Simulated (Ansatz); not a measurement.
System: InSe (R3m, No. 160). Method: PBEsol (PAW; Ansatz, a program for electronic structure).

Run with plane-wave cutoff 500 eV, 12×12×12 k mesh, gaussian smearing 0.02 eV, scalar-relativistic PAW data made under PBE.

Cell (relaxed at this level):

```
InSe
1.0
    2.00449     1.15729     8.43222
   -2.00449     1.15729     8.43222
    0.00000    -2.31458     8.43222
In Se
2 2
Direct
  0.11097   0.11097   0.11097
  0.00122   0.00122   0.00122
  0.61740   0.61740   0.61740
  0.82811   0.82811   0.82811
```

Task: Predict the band gap.

Result: 
- band gap: 0.37 eV (on the SCF k mesh)

Note: the cell comes from a level without a dispersion term, which matters for the spacing of layers, chains or molecules; the cell has widely spaced layers and the level no dispersion term, so their spacing and the moduli can rest on weak binding.

Spin–orbit coupling is not included.

Static lattice: no zero-point or thermal effects.
